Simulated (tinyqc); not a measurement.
The basis set: RHF and MP2 along a ladder of basis sets, for BH3, spin multiplicity 1. Computed by the program tinyqc with PySCF. Same geometry throughout; the dipole is taken about the origin.

Geometry (angstrom):
```
atom,x,y,z
B,0.0000,0.0000,0.0180
H,1.1480,0.0000,0.0000
H,-0.5740,0.9950,0.0000
H,-0.5740,-0.9950,0.0000
```

RHF and frozen-core MP2 in a ladder of bases:
```
basis,functions,E(RHF) (hartree),E(MP2 corr) (hartree),HOMO (eV),LUMO (eV),dipole (debye)
sto-3g,8,-26.07035,-0.03396,-12.912,6.447,0.056
3-21g,15,-26.23482,-0.05404,-13.775,2.160,0.053
6-31g,15,-26.37454,-0.05375,-13.681,2.394,0.052
6-31g**,29,-26.39016,-0.09297,-13.689,2.478,0.051
cc-pvdz,29,-26.38688,-0.09139,-13.695,1.951,0.047
aug-cc-pvdz,50,-26.38767,-0.09481,-13.718,0.903,0.044
cc-pvtz,72,-26.39779,-0.11349,-13.762,1.675,0.045
```

What does the comparison show, and why?

From cc-pVDZ to cc-pVTZ the RHF energy falls by 10.9 mhartree and the correlation energy by 22.1. If valence correlation converges as X^-3, (27 E(T) - 8 E(D))/19 gives -0.1228 hartree, a rough estimate from such small X that usually falls short; STO-3G holds about 28 % of it. Beyond STO-3G the LUMO moves by 1.6 eV and the HOMO by 0.1 eV.
